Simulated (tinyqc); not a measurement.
Worked calculation (part 2 of 2): CIS and TDHF on RHF in the sto-3g basis, for H2O, spin multiplicity 1. Computed by tinyqc, a small Python program that keeps every step (integrals from PySCF). Command: `OMP_NUM_THREADS=1 python tinyqc.py 21805 21806 out.jsonl` (the two numbers bound the seeds that draw the settings). One thread of a shared host (Intel(R) Xeon(R) Processor @ 2.60GHz), about 0.1 s of CPU time with the checks.

Geometry (angstrom):
```
atom        x         y        z
O     0.00000   0.00000  0.00000
H     0.00000   0.82200  0.53900
H     0.00000  -0.82200  0.53900
```

## TDHF (RPA) triplet states

CIS matrix A, triplet (hartree), lower triangle:
```
          1>6       1>7       2>6       2>7       3>6       3>7      4>6      4>7
1>6  20.01203
1>7   0.00000  20.09272
2>6   0.00699   0.00000   1.20563
2>7   0.00000   0.00979   0.00000   1.36100
3>6   0.00000  -0.00927   0.00000  -0.10060   0.61481
3>7  -0.00927   0.00000  -0.10060   0.00000   0.00000   0.75125
4>6  -0.02045   0.00000  -0.05907   0.00000   0.00000  -0.04972  0.44650
4>7   0.00000  -0.00376   0.00000   0.01772  -0.04972   0.00000  0.00000  0.55791
5>6   0.00000   0.00000   0.00000   0.00000   0.00000   0.00000  0.00000  0.00000
5>7   0.00000   0.00000   0.00000   0.00000   0.00000   0.00000  0.00000  0.00000

         5>6      5>7
5>6  0.36423
5>7  0.00000  0.49408
```

Two-electron integrals over orbitals (pq|rs), unique and non-zero (hartree):
```
(11|11) 4.74478    (21|11) -0.41954   (21|21) 0.05882    (22|11) 1.00654
(22|21) -0.01369   (22|22) 0.72278    (31|31) 0.01055    (32|31) 0.01727
(32|32) 0.14316    (33|11) 0.78589    (33|21) -0.00443   (33|22) 0.63513
(33|33) 0.62258    (41|11) 0.17091    (41|21) -0.02125   (41|22) 0.01458
(41|33) 0.00591    (41|41) 0.02710    (42|11) -0.12562   (42|21) 0.00857
(42|22) -0.00197   (42|33) 0.00646    (42|41) 0.02035    (42|42) 0.12708
(43|31) -0.00280   (43|32) 0.02296    (43|43) 0.04668    (44|11) 1.00311
(44|21) -0.01311   (44|22) 0.68075    (44|33) 0.59295    (44|41) -0.01144
(44|42) -0.10478   (44|44) 0.78227    (51|51) 0.02604    (52|51) 0.03266
(52|52) 0.14586    (53|53) 0.02801    (54|51) -0.01249   (54|52) -0.04404
(54|54) 0.05385    (55|11) 1.11534    (55|21) -0.01181   (55|22) 0.74828
(55|33) 0.62066    (55|41) 0.00475    (55|42) -0.06742   (55|44) 0.72962
(55|55) 0.88016    (61|11) -0.23827   (61|21) 0.03555    (61|22) -0.00232
(61|33) -0.00022   (61|41) -0.00010   (61|42) 0.01973    (61|44) -0.01793
(61|55) -0.00629   (61|61) 0.02988    (62|11) 0.30257    (62|21) -0.00702
(62|22) 0.13887    (62|33) 0.06952    (62|41) 0.01815    (62|42) 0.02345
(62|44) 0.09048    (62|55) 0.15667    (62|61) 0.00577    (62|62) 0.09909
(63|31) 0.00265    (63|32) -0.04623   (63|43) -0.03113   (63|63) 0.07795
(64|11) 0.21791    (64|21) -0.00207   (64|22) 0.09915    (64|33) 0.04177
(64|41) 0.00375    (64|42) -0.02363   (64|44) 0.11833    (64|55) 0.11635
(64|61) 0.00074    (64|62) 0.06344    (64|64) 0.06739    (65|51) 0.01582
(65|52) 0.05960    (65|54) -0.00081   (65|65) 0.03806    (66|11) 0.77919
(66|21) -0.00699   (66|22) 0.59990    (66|33) 0.56284    (66|41) 0.02045
(66|42) 0.05907    (66|44) 0.54206    (66|55) 0.57847    (66|61) 0.00748
(66|62) 0.08927    (66|64) 0.04428    (66|66) 0.58597    (71|31) 0.01521
(71|32) 0.02332    (71|43) -0.00419   (71|63) 0.00333    (71|71) 0.02199
(72|31) 0.01413    (72|32) 0.04467    (72|43) -0.03079   (72|63) 0.03388
(72|71) 0.01929    (72|72) 0.06363    (73|11) 0.36708    (73|21) -0.00734
(73|22) 0.14777    (73|33) 0.09113    (73|41) -0.00059   (73|42) -0.07103
(73|44) 0.16374    (73|55) 0.19399    (73|61) -0.00647   (73|62) 0.07727
(73|64) 0.07685    (73|66) 0.03826    (73|73) 0.15098    (74|31) -0.00886
(74|32) -0.07321   (74|43) 0.00130    (74|63) 0.04692    (74|71) -0.01260
(74|72) -0.01759   (74|74) 0.06561    (75|53) 0.02391    (75|75) 0.02514
(76|31) 0.00927    (76|32) 0.10060    (76|43) 0.04972    (76|63) -0.07163
(76|71) 0.01280    (76|72) -0.00600   (76|74) -0.05695   (76|76) 0.11943
(77|11) 0.87750    (77|21) -0.00979   (77|22) 0.62353    (77|33) 0.60540
(77|41) 0.00376    (77|42) -0.01772   (77|44) 0.60966    (77|55) 0.62762
(77|61) -0.00549   (77|62) 0.06902    (77|64) 0.04388    (77|66) 0.55967
(77|73) 0.10159    (77|77) 0.61973
```

B(ia,jb) = - (ib|ja); the squared energies are the eigenvalues of (A - B)(A + B); 1 hartree = 27.211386 eV.

TDHF matrix B, triplet (hartree), lower triangle:
```
          1>6       1>7       2>6       2>7       3>6       3>7       4>6       4>7
1>6  -0.02988
1>7   0.00000  -0.02199
2>6  -0.00577   0.00000  -0.09909
2>7   0.00000  -0.01929   0.00000  -0.06363
3>6   0.00000   0.00647   0.00000  -0.07727  -0.07795
3>7  -0.00333   0.00000  -0.03388   0.00000   0.00000  -0.15098
4>6  -0.00074   0.00000  -0.06344   0.00000   0.00000  -0.04692  -0.06739
4>7   0.00000   0.01260   0.00000   0.01759  -0.07685   0.00000   0.00000  -0.06561
5>6   0.00000   0.00000   0.00000   0.00000   0.00000   0.00000   0.00000   0.00000
5>7   0.00000   0.00000   0.00000   0.00000   0.00000   0.00000   0.00000   0.00000

          5>6       5>7
5>6  -0.03806
5>7   0.00000  -0.02514
```

squared energies w^2 (hartree^2): 0.13121  0.16946  0.24348  0.25581  0.39242  0.52680  1.50123  1.88028  400.48143  403.71630

TDHF energies from the positive w^2 (eV): 9.85689  11.20186  13.42712  13.76286  17.04612  19.75034  33.34070  37.31315  544.55513  546.75002
